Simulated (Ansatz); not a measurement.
# AlH4 (doublet): the correlation ladder at distance Al1–H4 along a hydrogen transfer = 1.761 Å, 6-31G

How much of the correlation energy of AlH4 (doublet) does each wave-function method recover here?

The runs use Ansatz 0.2.0, Gaussian basis; 6-31G, core rule «outside noble gas», up to 5 orbitals frozen.

The runs, in order: UHF; CCSD(T) on ROHF; CCSD(T) on UHF; BCCD(T) on ROHF; CISD; CCSDT(Q) on ROHF; CCSDT(Q) on UHF; CISDTQ; CCSDTQ on ROHF; CCSDTQ on UHF; CASSCF and MRCISD+Q, 3 electrons in 3 orbitals; CASSCF and NEVPT2, 3 electrons in 3 orbitals; CASSCF and MRCISD+Q, 7 electrons in 8 orbitals; CASSCF and NEVPT2, 7 electrons in 8 orbitals; Full CI.

10 further runs of the same task are left out: 1 for a mislabelled method, 7 that didn't finish, 2 set aside as unsound or not needed.

### Step 1. What is computed

The geometry derives from fragments relaxed apart (PBE0/def2-TZVP) and kept rigid, so it is no stationary point. A hydrogen atom is moved between rigid fragments.

5 atoms, charge 0, spin multiplicity 2.

Atoms are counted from 1 here; the program's logs count them from 0.

Bond lengths: Al1–H2 1.586 Å, Al1–H3 1.586 Å, Al1–H4 1.761 Å. Angles: H2–Al1–H3 120.0°, H2–Al1–H4 120.0°, H3–Al1–H4 120.0°.

Coordinates:

```xyz
5
AlH4
Al   -0.0914    0.0000    0.0000
H    -0.8844    1.3734    0.0000
H    -0.8844   -1.3734    0.0000
H     1.6696    0.0000    0.0000
H     2.5466    0.0000    0.0000
```

### Step 2. UHF

Contents of in.yaml:

```yaml
crystal:
  periodic: [false, false, false]
  atoms:
    - {symbol: Al, position_ang: [-0.091428, 0.000000, 0.000000]}
    - {symbol: H, position_ang: [-0.884352, 1.373384, 0.000000]}
    - {symbol: H, position_ang: [-0.884352, -1.373384, 0.000000]}
    - {symbol: H, position_ang: [1.669572, 0.000000, 0.000000]}
    - {symbol: H, position_ang: [2.546572, 0.000000, 0.000000]}
basis:
  gaussian: {orbitals: 6-31G}
magnetization: {spin_polarized: true, initial_magnetization: 1}
hamiltonian: {xc: hf}
output: {orbitals: {seedname: orbitals}}
```

Started as:

```
$ ansatz run in.yaml --threads 1 --pin off --events-out ev --progress --plain --max-ram 2393MiB
```

Further steps of the session: CCSD(T) on ROHF; CCSD(T) on UHF; BCCD(T) on ROHF; CISD; CCSDT(Q) on ROHF; CCSDT(Q) on UHF; CISDTQ; CCSDTQ on ROHF; CCSDTQ on UHF; CASSCF and MRCISD+Q, 3 electrons in 3 orbitals; CASSCF and NEVPT2, 3 electrons in 3 orbitals; CASSCF and MRCISD+Q, 7 electrons in 8 orbitals; CASSCF and NEVPT2, 7 electrons in 8 orbitals; Full CI.

**Question.** What will the summary of the whole plan be? Wanted: FCI below the RHF energy; RMP2 from FCI; UMP2 from FCI; RCCSD from FCI; RCCSD(T) from FCI; UCCSD(T) from FCI; RCCSDT(Q) from FCI; UCCSDT(Q) from FCI; NEVPT2 pair from FCI.

**Answer**, as computed:

```
                         quantity                                                                                                                                        value
         FCI below the RHF energy                                                                                                                                   -2.0556 eV
                    RMP2 from FCI                                                                                                                                   +633.1 meV
                    UMP2 from FCI                                                                                                                                   +623.9 meV
                   RCCSD from FCI                                                                                                                                    +34.8 meV
                RCCSD(T) from FCI                                                                                                                                    +12.3 meV
                UCCSD(T) from FCI                                                                                                                                    +12.7 meV
               RCCSDT(Q) from FCI                                                                                                                                     +0.3 meV
               UCCSDT(Q) from FCI                                                                                                                                     +0.3 meV
             NEVPT2 pair from FCI                                                                                                                                   +473.9 meV
          NEVPT2 valence from FCI                                                                                                                                   +157.7 meV
        MRCISD+Q valence from FCI                                                                                                                                    +10.1 meV
levels within 1 kcal/mol (43 meV)  RCCSD, UCCSD, RCCSD(T), UCCSD(T), BCCD(T), RCCSDT, UCCSDT, CISDTQ, RCCSDT(Q), UCCSDT(Q), RCCSDTQ, UCCSDTQ, MRCISD valence, MRCISD+Q valence
                    T1 diagnostic                                                                                                                                        0.022
   effectively unpaired electrons                                                                                                                                         1.02
```

What this shows: RCCSD(T) misses by +12.3 meV, 0.6 % of the correlation energy. One determinant dominates. Of the multireference levels listed MRCISD+Q valence comes nearest in total energy (+10.1 meV), which doesn't show that its space is the better one. These misses are within one basis, not against nature; the frozen cores of restricted and unrestricted runs differ, which can shift their rows.
